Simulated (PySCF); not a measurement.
**CHP (methylidynephosphane) at 6 levels**

Aim: a comparison of 6 runs (HF/3-21G, B3LYP/6-31G*, M06-2X/6-31G**, wB97X/cc-pVTZ, MP2/6-311G**, CCSD(T)/STO-3G) of CHP (methylidynephosphane). 

The calculation is run with PySCF 2.14.0.

## (1) The system as given

CHP: 3 atoms, total charge 0, spin state singlet. SMILES: `C#P`. The shape is that of a GFN2-xTB optimisation.

Bond lengths: C1–P2 1.547 Å, C1–H3 1.056 Å. Angles: P2–C1–H3 179.7°.

## (2) Energy and gradient at HF/3-21G (run 1)

Contents of job.py:

```python
# methylidynephosphane
import pyscf.grad
from pyscf import gto, scf

molecule = gto.M(
    atom='''
C     -0.137100     0.059840    -0.066440
P      1.149220    -0.512680     0.574210
H     -1.012120     0.452840    -0.507770
''',
    charge=0,
    max_memory=1860,
    basis='3-21g',
    verbose=4,
)

mf = scf.RHF(molecule)
mf.conv_tol = 1e-10
mf.kernel()
if not mf.converged:
    mf = mf.newton().run(mf.mo_coeff, mf.mo_occ)

energy = mf.e_tot
print('E = %.10f Eh' % energy)
grad = mf.Gradients().kernel()
mf.analyze()
```

Run with:

```bash
$ OMP_NUM_THREADS=1 python job.py
```

Output:

```text
PySCF version 2.14.0

[INPUT] num. atoms = 3
[INPUT] num. electrons = 22
[INPUT] charge = 0
[INPUT] spin (= nelec alpha-beta = 2S) = 0
[INPUT] symmetry False subgroup None
[INPUT] Mole.unit = angstrom
[INPUT] Symbol           X                Y                Z      unit          X                Y                Z       unit  Magmom
[INPUT]  1 C     -0.137100000000   0.059840000000  -0.066440000000 AA   -0.259081451678   0.113081211294  -0.125553403716 Bohr   0.0
[INPUT]  2 P      1.149220000000  -0.512680000000   0.574210000000 AA    2.171711056873  -0.968824789542   1.085099637987 Bohr   0.0
[INPUT]  3 H     -1.012120000000   0.452840000000  -0.507770000000 AA   -1.912629605195   0.855743578248  -0.959546234270 Bohr   0.0

[... 57 lines left out ...]
Nuclear Repulsion Energy =              36.845191654876224
[... 3 lines left out ...]
DFT Exchange-Correlation Energy =      -28.011824374968057
[... 5 lines left out ...]
MO #4   energy= -5.35267044823958  occ= 2
[... 3 lines left out ...]
MO #8   energy= -0.737071999715305 occ= 2
[... 3 lines left out ...]
MO #12  energy= 0.0924138952100165 occ= 0
[... 3 lines left out ...]
MO #16  energy= 0.5623028018041    occ= 0
[... 3 lines left out ...]
MO #20  energy= 1.01475777573419   occ= 0
[... 3 lines left out ...]
MO #24  energy= 1.76861191610717   occ= 0
[... 30 lines left out ...]
Dipole moment(X, Y, Z, Debye): -0.71586,  0.32451, -0.36573
```

Run time: 1.7 s. Hardware: 1 thread of Intel Xeon at 2.50GHz (Skylake/Cascade Lake), shared host; peak memory 0.12 GiB.

## (3) Energy and forces at B3LYP/6-31G(d) (spherical functions) (run 2)

Contents of job.py:

```python
import pyscf.grad
from pyscf import gto, dft

system = gto.M(
    atom='''
C   -0.137100   0.059840  -0.066440
P    1.149220  -0.512680   0.574210
H   -1.012120   0.452840  -0.507770
''',
    basis='6-31g*',
    max_memory=1860,
    verbose=3,
)

ks = dft.RKS(system, xc='b3lyp')
ks.conv_tol = 1e-10
ks.grids.level = 5
ks.kernel()
if not ks.converged:
    ks = ks.newton().run(ks.mo_coeff, ks.mo_occ)

etot = ks.e_tot
print(f'total energy: {etot:.8f} hartree')
grad = ks.Gradients().kernel()
dip = ks.dip_moment()
pop, q = ks.mulliken_pop()
```

Run with:

```bash
$ OMP_NUM_THREADS=1 python job.py
```

Output:

```text
converged SCF energy = -379.99076563897
total energy: -379.99076564 hartree
--------------- RKS gradients ---------------
         x                y                z
0 C    -0.0171373874     0.0074851312    -0.0083151789
1 P     0.0043388558    -0.0018524462     0.0020389744
2 H     0.0127991079    -0.0056329632     0.0062751725
----------------------------------------------
Dipole moment(X, Y, Z, Debye): -0.59005,  0.26691, -0.30056
 ** Mulliken pop  **
pop of  0 C 1s            1.99680
pop of  0 C 2s            0.72960
pop of  0 C 3s            0.62953
pop of  0 C 2px           0.73084
pop of  0 C 2py           0.57831
pop of  0 C 2pz           0.58809
pop of  0 C 3px           0.19926
pop of  0 C 3py           0.39295
pop of  0 C 3pz           0.38066
pop of  0 C 3dxy          0.00444
pop of  0 C 3dyz          0.00149
pop of  0 C 3dz^2         0.00213
pop of  0 C 3dxz          0.00493
pop of  0 C 3dx2-y2       0.00414
pop of  1 P 1s            1.99967
pop of  1 P 2s            1.99782
pop of  1 P 3s            1.27162
pop of  1 P 4s            0.58677
pop of  1 P 2px           1.98930
pop of  1 P 2py           1.98867
pop of  1 P 2pz           1.98872
pop of  1 P 3px           0.80307
pop of  1 P 3py           0.69280
pop of  1 P 3pz           0.69996
pop of  1 P 4px           0.22144
pop of  1 P 4py           0.31663
pop of  1 P 4pz           0.31071
pop of  1 P 3dxy          0.02001
pop of  1 P 3dyz          0.00715
pop of  1 P 3dz^2         0.01122
pop of  1 P 3dxz          0.02136
pop of  1 P 3dx2-y2       0.01956
pop of  2 H 1s            0.51982
pop of  2 H 2s            0.29055
 ** Mulliken atomic charges  **
charge of    0C =     -0.24315
charge of    1P =      0.05352
charge of    2H =      0.18963
```

It took 9.3 s on 1 thread of Intel Xeon at 2.50GHz (Skylake/Cascade Lake), shared host; peak memory 0.39 GiB.

Runs 3 to 4 aren't shown in full; the table further down has their settings and results.

## (4) Energy and forces at MP2/6-311G(d,p) (run 5)

Contents of job.py:

```python
# methylidynephosphane
import pyscf.grad
from pyscf import gto, scf, mp

mol = gto.M(
    atom='''
C     -0.259081     0.113081    -0.125553
P      2.171711    -0.968825     1.085100
H     -1.912630     0.855744    -0.959546
''',
    charge=0,
    verbose=3,
    unit='bohr',
    max_memory=1860,
    basis='6-311g**',
)

calc0 = scf.RHF(mol)
calc0.conv_tol = 1e-10
calc0.kernel()
if not calc0.converged:
    calc0 = calc0.newton().run(calc0.mo_coeff, calc0.mo_occ)

pt = mp.MP2(calc0, frozen=6).run()
energy = pt.e_tot
print('E(%s) = %.9f' % ('MP2', energy))
grad = pt.Gradients().kernel()
dip = calc0.dip_moment()
pop, q = calc0.mulliken_pop()
```

Run with:

```bash
$ OMP_NUM_THREADS=1 python job.py
```

Output:

```text
converged SCF energy = -379.136507441359
E(RMP2) = -379.392744318651  E_corr = -0.256236877292087
E(SCS-RMP2) = -379.388971424394  E_corr = -0.252463983035871
E(MP2) = -379.392744319
--------------- RMP2 gradients ---------------
         x                y                z
0 C    -0.0025437807     0.0010114152    -0.0010785028
1 P    -0.0102376529     0.0046264728    -0.0052078360
2 H     0.0127814337    -0.0056378880     0.0062863388
----------------------------------------------
Dipole moment(X, Y, Z, Debye): -0.35336,  0.16221, -0.18368
 ** Mulliken pop  **
pop of  0 C 1s            1.10410
pop of  0 C 2s            0.88978
pop of  0 C 3s            0.79635
pop of  0 C 4s            0.59721
pop of  0 C 2px           0.21733
pop of  0 C 2py           0.15883
pop of  0 C 2pz           0.16258
pop of  0 C 3px           0.51952
pop of  0 C 3py           0.41699
pop of  0 C 3pz           0.42356
pop of  0 C 4px           0.29596
pop of  0 C 4py           0.43641
pop of  0 C 4pz           0.42779
pop of  0 C 3dxy          0.00862
pop of  0 C 3dyz          0.00323
pop of  0 C 3dz^2         0.00529
pop of  0 C 3dxz          0.00896
pop of  0 C 3dx2-y2       0.00860
pop of  1 P 1s            0.79248
pop of  1 P 2s            1.17545
pop of  1 P 3s            0.92752
pop of  1 P 4s            1.05820
pop of  1 P 5s            0.93157
pop of  1 P 6s            0.88416
pop of  1 P 2px           0.67319
pop of  1 P 2py           0.66804
pop of  1 P 2pz           0.66837
pop of  1 P 3px           1.29452
pop of  1 P 3py           1.29732
pop of  1 P 3pz           1.29714
pop of  1 P 4px           0.22781
pop of  1 P 4py           0.17954
pop of  1 P 4pz           0.18263
pop of  1 P 5px           0.60570
pop of  1 P 5py           0.58624
pop of  1 P 5pz           0.58778
pop of  1 P 6px           0.12269
pop of  1 P 6py           0.21417
pop of  1 P 6pz           0.20854
pop of  1 P 3dxy          0.02272
pop of  1 P 3dyz          0.00847
pop of  1 P 3dz^2         0.01389
pop of  1 P 3dxz          0.02365
pop of  1 P 3dx2-y2       0.02274
pop of  2 H 1s            0.26006
pop of  2 H 2s            0.49658
pop of  2 H 3s            0.05622
pop of  2 H 2px           0.01577
pop of  2 H 2py           0.00761
pop of  2 H 2pz           0.00815
 ** Mulliken atomic charges  **
charge of    0C =     -0.48111
charge of    1P =      0.32549
charge of    2H =      0.15561
```

Run time: 4.5 s. Hardware: 1 thread of Intel Xeon at 2.50GHz (Skylake/Cascade Lake), shared host; peak memory 0.22 GiB.

## (5) A single-point energy at CCSD(T)/STO-3G (run 6)

Contents of input.py:

```python
from pyscf import gto, cc

mol = gto.M(
    atom='''
C   -0.137100   0.059840  -0.066440
P    1.149220  -0.512680   0.574210
H   -1.012120   0.452840  -0.507770
''',
    max_memory=1860,
    charge=0,
    verbose=3,
    basis='sto-3g',
    spin=0,
)

mf = mol.RHF()
mf.conv_tol = 1e-10
mf.kernel()
if not mf.converged:
    mf = mf.newton().run(mf.mo_coeff, mf.mo_occ)

mycc = cc.CCSD(mf, frozen=6)
mycc.kernel()
e_t = mycc.ccsd_t()
etot = mycc.e_tot + e_t
print('Final energy', etot)
dip = mf.dip_moment()
pop, q = mf.mulliken_pop()
```

Run with:

```bash
$ OMP_NUM_THREADS=1 python input.py
```

Output:

```text
converged SCF energy = -374.791267141383
E(CCSD) = -374.9588178352685  E_corr = -0.1675506938857534
CCSD(T) correction = -0.0013251242445374
Final energy -374.96014295951306
Dipole moment(X, Y, Z, Debye): -0.08082,  0.03884, -0.04472
 ** Mulliken pop  **
pop of  0 C 1s            1.99455
pop of  0 C 2s            1.31078
pop of  0 C 2px           1.03376
pop of  0 C 2py           1.01407
pop of  0 C 2pz           1.01546
pop of  1 P 1s            1.99991
pop of  1 P 2s            1.99751
pop of  1 P 3s            1.80925
pop of  1 P 2px           1.97650
pop of  1 P 2py           1.97870
pop of  1 P 2pz           1.97858
pop of  1 P 3px           0.95818
pop of  1 P 3py           1.00183
pop of  1 P 3pz           0.99963
pop of  2 H 1s            0.93129
 ** Mulliken atomic charges  **
charge of    0C =     -0.36861
charge of    1P =      0.29990
charge of    2H =      0.06871
```

It took 2.1 s on 1 thread of Intel Xeon at 2.50GHz (Skylake/Cascade Lake), shared host; peak memory 0.12 GiB.

## (6) All runs side by side

| run | level | integration grid | frozen core orbitals | energy (Eh) | dipole moment (D) of the reference | HOMO energy (eV) | LUMO energy (eV) | wall time |
| --- | --- | --- | --- | --- | --- | --- | --- | --- |
| 1 | HF/3-21G | – | – | -377.171029 | 0.87 | -10.51 | 2.51 | 1.7 s |
| 2 | B3LYP/6-31G* (spherical functions) | 5 | – | -379.990766 | 0.71 | -7.69 | -1.30 | 9.3 s |
| 3 | M06-2X/6-31G** (spherical functions) | 5 | – | -379.932601 | 0.59 | -9.03 | -0.15 | 12 s |
| 4 | wB97X/cc-pVTZ | 5 | – | -379.995842 | 0.40 | -10.40 | 0.78 | 35 s |
| 5 | MP2/6-311G** | – | 6 | -379.392744 | 0.43 | -10.45 | 2.05 | 4.5 s |
| 6 | CCSD(T)/STO-3G | – | 6 | -374.960143 | 0.10 | -7.12 | 8.00 | 2.1 s |

## (7) What came out

```
                                          quantity          value
                               run 6: total energy  -374.96014 Eh
       run 6: dipole moment (Hartree–Fock density)         0.10 D
        run 6: HOMO energy (Hartree–Fock orbitals)       -7.12 eV
        run 6: LUMO energy (Hartree–Fock orbitals)        8.00 eV
      run 6: HOMO–LUMO gap (Hartree–Fock orbitals)       15.12 eV
run 6: correlation energy (6 core orbitals frozen)     -168.9 mEh
                             run 6: (T) correction      -1.33 mEh
                              run 6: T1 diagnostic          0.004
```

What this shows: Over runs 1, 2, 3, 4 the dipole moment (its size) runs from 0.40 D (wB97X/cc-pVTZ) to 0.87 D (HF/3-21G). The two ends differ in method and basis. Over runs 1, 2, 3, 4 the HOMO–LUMO gap runs from 6.39 eV (B3LYP/6-31G*) to 13.03 eV (HF/3-21G). Totals of different functionals can't be ranked against each other. In run 6 the basis is minimal, so the values are rough. All runs together took 65 s, the longest 35 s.
